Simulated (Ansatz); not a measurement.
Relaxation of BF$_{2}$H (4 atoms, charge 0, multiplicity 1), to a largest force component of 0.02 eV/Å in at most 40 steps.

Computed with RKS B3LYP/def2-SVP in Ansatz.

```xyz
4
Properties=species:S:1:pos:R:3
B 0.000 0.000 0.000
F 0.000 0.000 1.320
F 1.143 0.000 -0.660
H -1.030 0.000 -0.595
```

Q: Where does it end, and by what steps?

A: It converged. After 2 steps the energy has fallen by 0.008 eV; F3 moved furthest, 0.02 Å.

```
step  energy less start (eV)  largest force component (eV/Å)  accepted
   0                  0.0000                           0.337       yes
   1                 -0.0067                           0.147       yes
   2                 -0.0082                           0.017       yes
```

```xyz
4
Properties=species:S:1:pos:R:3
B -0.005 0.000 -0.003
F 0.017 0.000 1.312
F 1.145 0.000 -0.641
H -1.045 0.000 -0.603
```

Whether the end is a true minimum wasn't checked by a vibrational analysis.

Time of the run: 4.9 s on 1 thread of Arm Neoverse N1, on a shared host, peak memory 0.099 GiB.
